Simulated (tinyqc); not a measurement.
CCSD on RHF in the sto-3g basis, frozen core, for H2F+, spin multiplicity 1, step by step. Computed by tinyqc, a small Python program that keeps every step (integrals from PySCF). Settings: charge = 1, multiplicity = 1, basis = sto-3g, method = RHF, frozen orbitals = 1, energy threshold = 1e-10, iteration cap = 81, orthogonalisation = symmetric, start = atomic densities, DIIS depth = 6, amplitude equations = CCSD, DIIS depth for amplitudes = 4, cap on updates = 54. Command: `OMP_NUM_THREADS=1 python tinyqc.py 31235 31236 out.jsonl` (the two numbers bound the seeds that draw the settings). One thread of a shared host (Intel(R) Xeon(R) Processor @ 2.60GHz), about 0.2 s of CPU time with the checks. The early iterations of the SCF are left out here.

## One-electron integrals

Geometry (angstrom):

| atom | x | y | z |
|---|---|---|---|
| F | 0.000000 | 0.000000 | 0.000000 |
| H | 0.000000 | 0.850000 | 0.477000 |
| H | 0.000000 | -0.850000 | 0.477000 |

Basis sto-3g: exponents (1/bohr^2) and contraction coefficients of normalised primitives:

| element | l (shell) | exponent | coefficient |
|---|---|---|---|
| F | s (1) | 166.679130 | 0.154329 |
| F | s (1) | 30.360812 | 0.535328 |
| F | s (1) | 8.216821 | 0.444635 |
| F | s (2) | 6.464803 | -0.099967 |
| F | s (2) | 1.502281 | 0.399513 |
| F | s (2) | 0.488588 | 0.700115 |
| F | p (3) | 6.464803 | 0.155916 |
| F | p (3) | 1.502281 | 0.607684 |
| F | p (3) | 0.488588 | 0.391957 |
| H | s (1) | 3.425251 | 0.154329 |
| H | s (1) | 0.623914 | 0.535328 |
| H | s (1) | 0.168855 | 0.444635 |

Overlap, kinetic and nuclear-attraction integrals over the contracted functions; the nuclear repulsion is the sum of Za Zb / Rab.

nuclear repulsion = 10.08377008 hartree

overlap S, lower triangle:
```
           1F 1s     1F 2s    1F 2px     1F 2py    1F 2pz     2H 1s     3H 1s
1F 1s   1.000000
1F 2s   0.237990  1.000000
1F 2px  0.000000  0.000000  1.000000
1F 2py  0.000000  0.000000  0.000000   1.000000
1F 2pz  0.000000  0.000000  0.000000   0.000000  1.000000
2H 1s   0.043114  0.411094  0.000000   0.286783  0.160936  1.000000
3H 1s   0.043114  0.411094  0.000000  -0.286783  0.160936  0.191290  1.000000
```

kinetic energy T (hartree), lower triangle:
```
            1F 1s     1F 2s    1F 2px     1F 2py    1F 2pz      2H 1s     3H 1s
1F 1s   36.984577
1F 2s   -0.212858  1.037995
1F 2px   0.000000  0.000000  3.248015
1F 2py   0.000000  0.000000  0.000000   3.248015
1F 2pz   0.000000  0.000000  0.000000   0.000000  3.248015
2H 1s   -0.003482  0.099804  0.000000   0.201395  0.113018   0.760032
3H 1s   -0.003482  0.099804  0.000000  -0.201395  0.113018  -0.002644  0.760032
```

nuclear attraction V (hartree), lower triangle:
```
             1F 1s       1F 2s      1F 2px      1F 2py      1F 2pz      2H 1s      3H 1s
1F 1s   -78.095412
1F 2s    -9.435226  -12.621576
1F 2px    0.000000    0.000000  -12.461077
1F 2py    0.000000    0.000000    0.000000  -12.614456
1F 2pz   -0.013044   -0.158151    0.000000    0.000000  -12.509379
2H 1s    -1.757774   -3.971404    0.000000   -2.412729   -1.397296  -6.257766
3H 1s    -1.757774   -3.971404    0.000000    2.412729   -1.397296  -1.374950  -6.257766
```

core Hamiltonian H = T + V (hartree), lower triangle:
```
             1F 1s       1F 2s     1F 2px     1F 2py     1F 2pz      2H 1s      3H 1s
1F 1s   -41.110835
1F 2s    -9.648083  -11.583581
1F 2px    0.000000    0.000000  -9.213063
1F 2py    0.000000    0.000000   0.000000  -9.366441
1F 2pz   -0.013044   -0.158151   0.000000   0.000000  -9.261365
2H 1s    -1.761256   -3.871600   0.000000  -2.211334  -1.284278  -5.497734
3H 1s    -1.761256   -3.871600   0.000000   2.211334  -1.284278  -1.377594  -5.497734
```

## Two-electron integrals

Functions are numbered as in S; the eight-fold symmetry (ij|kl) = (ji|kl) = (kl|ij) leaves the list below.

Two-electron integrals (ij|kl) in chemists' order, unique and non-zero (hartree):
```
(11|11) 5.403501    (21|11) 0.841920    (21|21) 0.156299    (22|11) 1.268028
(22|21) 0.292344    (22|22) 0.926167    (31|31) 0.027998    (32|31) 0.043169
(32|32) 0.204588    (33|11) 1.264502    (33|21) 0.292403    (33|22) 0.925959
(33|33) 0.997514    (41|41) 0.027998    (42|41) 0.043169    (42|42) 0.204588
(43|43) 0.053770    (44|11) 1.264502    (44|21) 0.292403    (44|22) 0.925959
(44|33) 0.889973    (44|44) 0.997514    (51|51) 0.027998    (52|51) 0.043169
(52|52) 0.204588    (53|53) 0.053770    (54|54) 0.053770    (55|11) 1.264502
(55|21) 0.292403    (55|22) 0.925959    (55|33) 0.889973    (55|44) 0.889973
(55|55) 0.997514    (61|11) 0.154905    (61|21) 0.028505    (61|22) 0.052947
(61|33) 0.052867    (61|41) 0.001020    (61|42) 0.001908    (61|44) 0.053055
(61|51) 0.000572    (61|52) 0.001070    (61|54) 0.000106    (61|55) 0.052926
(61|61) 0.005253    (62|11) 0.381257    (62|21) 0.089032    (62|22) 0.313414
(62|33) 0.308905    (62|41) 0.005280    (62|42) 0.040725    (62|44) 0.318963
(62|51) 0.002963    (62|52) 0.022854    (62|54) 0.005644    (62|55) 0.312072
(62|61) 0.016461    (62|62) 0.129114    (63|31) 0.009453    (63|32) 0.055507
(63|43) 0.008634    (63|53) 0.004845    (63|63) 0.019410    (64|11) 0.222086
(64|21) 0.052541    (64|22) 0.198030    (64|33) 0.189483    (64|41) 0.012184
(64|42) 0.080010    (64|44) 0.212946    (64|51) 0.001533    (64|52) 0.013750
(64|54) 0.008322    (64|55) 0.191435    (64|61) 0.010135    (64|62) 0.099995
(64|64) 0.096274    (65|11) 0.124629    (65|21) 0.029485    (65|22) 0.111130
(65|33) 0.106334    (65|41) 0.001533    (65|42) 0.013750    (65|44) 0.109811
(65|51) 0.010313    (65|52) 0.063224    (65|54) 0.010585    (65|55) 0.117118
(65|61) 0.005687    (65|62) 0.056115    (65|64) 0.043135    (65|65) 0.043616
(66|11) 0.523950    (66|21) 0.124369    (66|22) 0.504096    (66|33) 0.486565
(66|41) 0.009547    (66|42) 0.102850    (66|44) 0.526111    (66|51) 0.005358
(66|52) 0.057717    (66|54) 0.022192    (66|55) 0.499019    (66|61) 0.023157
(66|62) 0.262454    (66|64) 0.236102    (66|65) 0.132495    (66|66) 0.774606
(71|11) 0.154905    (71|21) 0.028505    (71|22) 0.052947    (71|33) 0.052867
(71|41) -0.001020   (71|42) -0.001908   (71|44) 0.053055    (71|51) 0.000572
(71|52) 0.001070    (71|54) -0.000106   (71|55) 0.052926    (71|61) 0.005174
(71|62) 0.015957    (71|64) 0.009006    (71|65) 0.005518    (71|66) 0.022215
(71|71) 0.005253    (72|11) 0.381257    (72|21) 0.089032    (72|22) 0.313414
(72|33) 0.308905    (72|41) -0.005280   (72|42) -0.040725   (72|44) 0.318963
(72|51) 0.002963    (72|52) 0.022854    (72|54) -0.005644   (72|55) 0.312072
(72|61) 0.015957    (72|62) 0.104509    (72|64) 0.055684    (72|65) 0.043991
(72|66) 0.172787    (72|71) 0.016461    (72|72) 0.129114    (73|31) 0.009453
(73|32) 0.055507    (73|43) -0.008634   (73|53) 0.004845    (73|63) 0.015159
(73|73) 0.019410    (74|11) -0.222086   (74|21) -0.052541   (74|22) -0.198030
(74|33) -0.189483   (74|41) 0.012184    (74|42) 0.080010    (74|44) -0.212946
(74|51) -0.001533   (74|52) -0.013750   (74|54) 0.008322    (74|55) -0.191435
(74|61) -0.009006   (74|62) -0.055684   (74|64) -0.014911   (74|65) -0.022948
(74|66) -0.082516   (74|71) -0.010135   (74|72) -0.099995   (74|74) 0.096274
(75|11) 0.124629    (75|21) 0.029485    (75|22) 0.111130    (75|33) 0.106334
(75|41) -0.001533   (75|42) -0.013750   (75|44) 0.109811    (75|51) 0.010313
(75|52) 0.063224    (75|54) -0.010585   (75|55) 0.117118    (75|61) 0.005518
(75|62) 0.043991    (75|64) 0.022948    (75|65) 0.033445    (75|66) 0.080287
(75|71) 0.005687    (75|72) 0.056115    (75|74) -0.043135   (75|75) 0.043616
(76|11) 0.126544    (76|21) 0.029816    (76|22) 0.113908    (76|33) 0.111997
(76|44) 0.114456    (76|51) 0.001609    (76|52) 0.014821    (76|55) 0.115151
(76|61) 0.005445    (76|62) 0.045934    (76|64) 0.031044    (76|65) 0.022779
(76|66) 0.097022    (76|71) 0.005445    (76|72) 0.045934    (76|74) -0.031044
(76|75) 0.022779    (76|76) 0.019914    (77|11) 0.523950    (77|21) 0.124369
(77|22) 0.504096    (77|33) 0.486565    (77|41) -0.009547   (77|42) -0.102850
(77|44) 0.526111    (77|51) 0.005358    (77|52) 0.057717    (77|54) -0.022192
(77|55) 0.499019    (77|61) 0.022215    (77|62) 0.172787    (77|64) 0.082516
(77|65) 0.080287    (77|66) 0.308176    (77|71) 0.023157    (77|72) 0.262454
(77|74) -0.236102   (77|75) 0.132495    (77|76) 0.097022    (77|77) 0.774606
```

## Orthogonalisation

S = U s U^T; symmetric (Loewdin) form X = U s^(-1/2) U^T, so that X^T S X = 1.

eigenvalues of S: 0.432664  0.487658  0.909465  1.000000  1.073656  1.321052  1.775505

X, lower triangle:
```
            1F 1s      1F 2s    1F 2px     1F 2py     1F 2pz      2H 1s     3H 1s
1F 1s    1.023968
1F 2s   -0.138677   1.175088
1F 2px   0.000000   0.000000  1.000000
1F 2py   0.000000   0.000000  0.000000   1.086527
1F 2pz  -0.005822   0.058550  0.000000   0.000000   1.022419
2H 1s    0.019074  -0.235217  0.000000  -0.193377  -0.090398   1.139242
3H 1s    0.019074  -0.235217  0.000000   0.193377  -0.090398  -0.076271  1.139242
```

## Iteration 8 (converged): orbitals

converged F (hartree), lower triangle:
```
             1F 1s      1F 2s     1F 2px     1F 2py     1F 2pz      2H 1s      3H 1s
1F 1s   -26.605285
1F 2s    -6.786927  -3.641539
1F 2px    0.000000   0.000000  -1.041349
1F 2py    0.000000   0.000000   0.000000  -1.011781
1F 2pz   -0.022279  -0.111112   0.000000   0.000000  -1.019922
2H 1s    -1.248022  -1.260013   0.000000  -0.573047  -0.377547  -0.881874
3H 1s    -1.248022  -1.260013   0.000000   0.573047  -0.377547  -0.379957  -0.881874
```

Diagonalise F' = X^T F X, C = X C', fill 5 alpha and 5 beta electrons from the bottom; D = 2 C_occ C_occ^T. Each column has its largest component positive (the first on a tie).

F' = X^T F X (hartree), lower triangle:
```
            1          2          3          4          5          6          7
1  -26.123314
2   -3.446303  -2.235055
3    0.000000   0.000000  -1.041349
4    0.000000   0.000000   0.000000  -0.750376
5   -0.039533   0.037367   0.000000   0.000000  -0.944958
6   -0.170036  -0.520357   0.000000  -0.469112  -0.257854  -0.363313
7   -0.170036  -0.520357   0.000000   0.469112  -0.257854  -0.084858  -0.363313
```

orbital energies (hartree): MO1 -26.615074, MO2 -2.059324, MO3 -1.218553, MO4 -1.066932, MO5 -1.041349, MO6 -0.010168, MO7 0.189721

coefficients C:
```
              MO1        MO2        MO3        MO4       MO5        MO6        MO7
1F 1s    0.994627  -0.249469   0.000000   0.062444  0.000000   0.114398   0.000000
1F 2s    0.023359   0.939917   0.000000  -0.315079  0.000000  -0.728616   0.000000
1F 2px   0.000000   0.000000   0.000000   0.000000  1.000000   0.000000   0.000000
1F 2py   0.000000   0.000000   0.730053   0.000000  0.000000   0.000000   0.849913
1F 2pz   0.002323   0.102889   0.000000   0.900919  0.000000  -0.492848   0.000000
2H 1s   -0.004442   0.087416   0.337575   0.184535  0.000000   0.766226  -0.813741
3H 1s   -0.004442   0.087416  -0.337575   0.184535  0.000000   0.766226   0.813741
```

D after iteration 8, lower triangle:
```
            1F 1s      1F 2s    1F 2px     1F 2py    1F 2pz      2H 1s     3H 1s
1F 1s    2.110833
1F 2s   -0.461843   1.966528
1F 2px   0.000000   0.000000  2.000000
1F 2py   0.000000   0.000000  0.000000   1.065954
1F 2pz   0.065799  -0.374199  0.000000   0.000000  1.644493
2H 1s   -0.029405   0.047833  0.000000   0.492895  0.350470   0.311342
3H 1s   -0.029405   0.047833  0.000000  -0.492895  0.350470  -0.144484  0.311342
```

## Convergence

Stop when the energy changes by less than 1e-10 hartree and every element of the error matrix X^T (F D S - S D F) X is below 3e-06.

Course of the cycle:

| iteration | E (hartree) | change | largest element of the error matrix |
|---|---|---|---|
| 1 | -94.16680644 | - | 1.22e+00 |
| 2 | -98.77595485 | -4.61e+00 | 2.85e-01 |
| 3 | -98.86109656 | -8.51e-02 | 2.18e-02 |
| 4 | -98.86182504 | -7.28e-04 | 5.86e-03 |
| 5 | -98.86185227 | -2.72e-05 | 1.61e-04 |
| 6 | -98.86185235 | -8.24e-08 | 6.81e-05 |
| 7 | -98.86185237 | -1.14e-08 | 1.19e-06 |
| 8 | -98.86185237 | -2.20e-12 | 1.02e-08 |

PySCF RHF in the same basis = -98.86185237 hartree

Converged in 8 iterations.

## Integrals over molecular orbitals

(pq|rs) = sum C_ip C_jq C_kr C_ls (ij|kl), one index at a time.

one-electron integrals over orbitals h = C^T H C (hartree), lower triangle:
```
            1          2          3          4          5          6          7
1  -41.092480
2    0.691075  -9.665420
3    0.000000   0.000000  -8.111043
4   -0.162173   0.302112   0.000000  -8.862386
5    0.000000   0.000000   0.000000   0.000000  -9.213063
6   -0.305080   1.409874   0.000000   1.208119   0.000000  -5.545644
7    0.000000   0.000000  -2.189624   0.000000   0.000000   0.000000  -6.104855
```

Two-electron integrals over orbitals (pq|rs), unique and non-zero (hartree); the lowest 1 orbital is frozen and left out:
```
(22|22) 0.856465    (32|32) 0.159887    (33|22) 0.757262    (33|33) 0.737870
(42|22) 0.007498    (42|33) -0.003627   (42|42) 0.162440    (43|32) 0.006147
(43|43) 0.046368    (44|22) 0.827084    (44|33) 0.721032    (44|42) -0.088648
(44|44) 0.922438    (52|52) 0.180930    (53|53) 0.038138    (54|52) -0.032620
(54|54) 0.055466    (55|22) 0.878909    (55|33) 0.746495    (55|42) -0.045329
(55|44) 0.849772    (55|55) 0.997514    (62|22) -0.147210   (62|33) -0.089712
(62|42) -0.037031   (62|44) -0.116219   (62|55) -0.156535   (62|62) 0.076879
(63|32) 0.030872    (63|43) 0.016916    (63|63) 0.071712    (64|22) -0.123218
(64|33) -0.071796   (64|42) -0.005140   (64|44) -0.131421   (64|55) -0.125596
(64|62) 0.059213    (64|64) 0.059886    (65|52) -0.056713   (65|54) -0.005068
(65|65) 0.027473    (66|22) 0.570574    (66|33) 0.556917    (66|42) 0.066495
(66|44) 0.533933    (66|55) 0.546475    (66|62) -0.049081   (66|64) -0.026654
(66|66) 0.541936    (72|32) 0.063387    (72|43) -0.022202   (72|63) -0.028348
(72|72) 0.056554    (73|22) 0.204984    (73|33) 0.161004    (73|42) -0.053639
(73|44) 0.209641    (73|55) 0.230020    (73|62) -0.075818   (73|64) -0.072516
(73|66) 0.019464    (73|73) 0.159454    (74|32) -0.054053   (74|43) 0.013016
(74|63) -0.038204   (74|72) -0.011971   (74|74) 0.045084    (75|53) 0.025724
(75|75) 0.020587    (76|32) -0.101823   (76|43) -0.041529   (76|63) -0.086996
(76|72) 0.004891    (76|74) 0.055015    (76|76) 0.162146    (77|22) 0.625147
(77|33) 0.625863    (77|42) 0.004689    (77|44) 0.606510    (77|55) 0.614739
(77|62) -0.049810   (77|64) -0.030638   (77|66) 0.539591    (77|73) 0.079824
(77|77) 0.586776
```

## CCSD: starting amplitudes

t_ij^ab = <ij||ab> / (e_i + e_j - e_a - e_b), whose energy is MP2.

Starting amplitudes (spin orbitals 1a, 1b, ...; amplitudes related by a flip of all spins are not repeated):

| from | to | t |
|---|---|---|
| 3a 3b | 7a 7b | -0.056613 |
| 3a 3b | 6a 6b | -0.029673 |
| 3a 4b | 6b 7a | -0.029418 |
| 4a 4b | 6a 6b | -0.028335 |
| 2a 3b | 6a 7b | 0.021929 |
| 2a 4b | 6a 6b | -0.019065 |
| 2a 2b | 6a 6b | -0.018759 |
| 4a 4b | 7a 7b | -0.017938 |
| 3a 4b | 6a 7b | 0.015498 |
| 3a 4a | 6a 7a | -0.013920 |
| 2a 3a | 6a 7a | 0.013730 |
| 5a 5b | 6a 6b | -0.013321 |
| 2a 2b | 7a 7b | -0.012573 |
| 5a 5b | 7a 7b | -0.008361 |
| 2a 3b | 6b 7a | -0.008199 |
| 2a 4b | 7a 7b | 0.003415 |

correlation energy = -0.03019095 hartree

## CCSD: amplitude update 1

t_i^a D_i^a and t_ij^ab D_ij^ab are set to the remaining terms of the spin-orbital equations, evaluated with the old amplitudes; for the doubles these are <ij||ab> + 1/2 <ab||ef> t_ij^ef + 1/2 <mn||ij> t_mn^ab + P(ij)P(ab) <mb||ej> t_im^ae + terms in t^2 + terms with t1, D the orbital-energy denominators.

Amplitudes after update 1 (spin orbitals 1a, 1b, ...; amplitudes related by a flip of all spins are not repeated):

| from | to | t |
|---|---|---|
| 3a 3b | 7a 7b | -0.070050 |
| 3a 3b | 6a 6b | -0.037555 |
| 3a 4b | 6b 7a | -0.036315 |
| 4a 4b | 6a 6b | -0.033513 |
| 2a 3b | 6a 7b | 0.026951 |
| 2a 4b | 6a 6b | -0.024429 |
| 3a 4b | 6a 7b | 0.021850 |
| 4a 4b | 7a 7b | -0.021019 |
| 2a 2b | 6a 6b | -0.019486 |
| 3a 4a | 6a 7a | -0.014465 |
| 2a 3a | 6a 7a | 0.014425 |
| 5a 5b | 6a 6b | -0.014032 |
| 2a 2b | 7a 7b | -0.012915 |
| 2a 3b | 6b 7a | -0.012526 |
| 4a | 6a | 0.011532 |
| 3a | 7a | -0.008588 |
| 5a 5b | 7a 7b | -0.007973 |
| 2a | 6a | 0.003719 |
| 2a 4b | 7a 7b | 0.002705 |

correlation energy = -0.03659387 hartree

## CCSD: amplitude update 2

As before.

Amplitudes after update 2 (spin orbitals 1a, 1b, ...; amplitudes related by a flip of all spins are not repeated):

| from | to | t |
|---|---|---|
| 3a 3b | 7a 7b | -0.074303 |
| 3a 3b | 6a 6b | -0.040320 |
| 3a 4b | 6b 7a | -0.038947 |
| 4a 4b | 6a 6b | -0.036321 |
| 2a 3b | 6a 7b | 0.028088 |
| 2a 4b | 6a 6b | -0.026211 |
| 3a 4b | 6a 7b | 0.024915 |
| 4a 4b | 7a 7b | -0.022358 |
| 2a 2b | 6a 6b | -0.019868 |
| 4a | 6a | 0.017410 |
| 5a 5b | 6a 6b | -0.014290 |
| 2a 3b | 6b 7a | -0.014069 |
| 3a 4a | 6a 7a | -0.014032 |
| 2a 3a | 6a 7a | 0.014019 |
| 2a 2b | 7a 7b | -0.013013 |
| 3a | 7a | -0.011228 |
| 5a 5b | 7a 7b | -0.007683 |
| 2a | 6a | 0.004755 |
| 2a 4b | 7a 7b | 0.002386 |

correlation energy = -0.03869590 hartree

## CCSD: amplitude update 3

t_i^a D_i^a and t_ij^ab D_ij^ab are set to the remaining terms of the spin-orbital equations, evaluated with the old amplitudes; for the doubles these are <ij||ab> + 1/2 <ab||ef> t_ij^ef + 1/2 <mn||ij> t_mn^ab + P(ij)P(ab) <mb||ej> t_im^ae + terms in t^2 + terms with t1, D the orbital-energy denominators. DIIS then mixes the stored amplitudes.

DIIS coefficients: -0.673467  1.673467

Amplitudes after update 3 (spin orbitals 1a, 1b, ...; amplitudes related by a flip of all spins are not repeated):

| from | to | t |
|---|---|---|
| 3a 3b | 7a 7b | -0.076645 |
| 3a 3b | 6a 6b | -0.041744 |
| 3a 4b | 6b 7a | -0.040827 |
| 4a 4b | 6a 6b | -0.038766 |
| 2a 3b | 6a 7b | 0.028507 |
| 2a 4b | 6a 6b | -0.027465 |
| 3a 4b | 6a 7b | 0.027308 |
| 4a 4b | 7a 7b | -0.023344 |
| 4a | 6a | 0.022401 |
| 2a 2b | 6a 6b | -0.020127 |
| 2a 3b | 6b 7a | -0.015016 |
| 5a 5b | 6a 6b | -0.014393 |
| 3a 4a | 6a 7a | -0.013519 |
| 2a 3a | 6a 7a | 0.013491 |
| 2a 2b | 7a 7b | -0.012998 |
| 3a | 7a | -0.012367 |
| 5a 5b | 7a 7b | -0.007424 |
| 2a | 6a | 0.005058 |
| 2a 4b | 7a 7b | 0.002136 |

correlation energy = -0.03996928 hartree

## CCSD: convergence

E_corr = 1/4 sum <ij||ab> t_ij^ab + 1/2 sum <ij||ab> t_i^a t_j^b; stop when the norm of the change is below 1e-8.

Course of the amplitude iterations:

| update | correlation energy (hartree) | norm of the change |
|---|---|---|
| 0 | -0.03019095 | - |
| 1 | -0.03659387 | 5.35e-02 |
| 2 | -0.03869590 | 2.04e-02 |
| 3 | -0.03996928 | 8.68e-03 |
| 4 | -0.03997040 | 1.39e-03 |
| 5 | -0.03997389 | 1.82e-04 |
| 6 | -0.03997422 | 1.55e-05 |
| 7 | -0.03997421 | 5.05e-06 |
| 8 | -0.03997421 | 9.78e-07 |
| 9 | -0.03997420 | 1.31e-07 |
| 10 | -0.03997420 | 1.89e-08 |
| 11 | -0.03997420 | 3.77e-09 |

Converged amplitudes (spin orbitals 1a, 1b, ...; amplitudes related by a flip of all spins are not repeated):

| from | to | t |
|---|---|---|
| 3a 3b | 7a 7b | -0.076443 |
| 3a 3b | 6a 6b | -0.041357 |
| 3a 4b | 6b 7a | -0.041079 |
| 4a 4b | 6a 6b | -0.039389 |
| 2a 3b | 6a 7b | 0.028309 |
| 2a 4b | 6a 6b | -0.027621 |
| 3a 4b | 6a 7b | 0.027610 |
| 4a | 6a | 0.023653 |
| 4a 4b | 7a 7b | -0.023485 |
| 2a 2b | 6a 6b | -0.020150 |
| 2a 3b | 6b 7a | -0.014946 |
| 5a 5b | 6a 6b | -0.014339 |
| 3a 4a | 6a 7a | -0.013469 |
| 2a 3a | 6a 7a | 0.013363 |
| 2a 2b | 7a 7b | -0.012917 |
| 3a | 7a | -0.011907 |
| 5a 5b | 7a 7b | -0.007398 |
| 2a | 6a | 0.004836 |
| 2a 4b | 7a 7b | 0.002095 |

CCSD total energy = -98.90182657 hartree

T1 diagnostic, norm of the one-spin t1 over sqrt(correlated electrons) = 0.009517

Converged in 11 updates, with DIIS from the third.
